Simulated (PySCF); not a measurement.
**Which functional comes closest?**

Molecule: Allyl Fluoride (SMILES C=CCF).

Numbering as in the mapped SMILES `[CH2:1]=[CH:2][CH2:3][F:4]` (H(Xn): hydrogen on atom n). Ha(C1) is cis to C3; Hb(C1) is trans to C3.

Geometry PBE0-D3(BJ)/def2-SVP throughout; GIAO in PySCF, gas phase, one conformer, non-relativistic; equivalent atoms averaged; basis pcSseg-2.

Reference values (measured; G. Saielli, R. Bini, A. Bagno, Computational 19F NMR. 2. Organic compounds, RSC Adv. 2014, ESI (exp. from Berger-Braun-Kalinowski 1994 and Everett 1995)): δ(F4) = -216.7 ppm vs CFCl3. Computed shifts are taken against CFCl3, calculated as an isolated molecule at each level.

Task: How do the functionals HF, LDA, PBE, BLYP, BP86, OPBE, KT2, KT3, B97-D, B3LYP, PBE0, mPW1PW91, WP04, B97-2, BHandHLYP, CAM-B3LYP, wB97X-D, LC-wPBE perform against the reference? Times are CPU seconds on 1 thread of an Arm Neoverse V1, shared host; the GGAs took longer than the global hybrids here, which isn't the general rule, and the cause wasn't traced.

Result: 
```tsv
functional	kind	F4	abs. error F	core-s
HF	Hartree–Fock	-209.6	7.1	5.9
LDA	LDA	-283.9	67.2	17
PBE	GGA	-272.2	55.5	20
BLYP	GGA	-269.4	52.7	20
BP86	GGA	-272.6	55.9	20
OPBE	GGA	-260.4	43.7	20
KT2	GGA	-279.0	62.3	21
KT3	GGA	-265.1	48.4	21
B97-D	GGA	-262.2	45.5	21
B3LYP	global hybrid	-254.8	38.1	13
PBE0	global hybrid	-253.2	36.5	13
mPW1PW91	global hybrid	-251.8	35.1	12
WP04	global hybrid	-242.1	25.4	14
B97-2	global hybrid	-249.4	32.7	13
BHandHLYP	global hybrid	-236.1	19.4	12
CAM-B3LYP	range-separated hybrid	-246.3	29.6	17
wB97X-D	range-separated hybrid	-245.6	28.9	16
LC-wPBE	range-separated hybrid	-235.0	18.3	23
```

For ¹⁹F the closest is HF (7.1 ppm) and the furthest LDA (67.2 ppm). One molecule is a small sample, and vibrational and solvent effects are absent from the calculation.
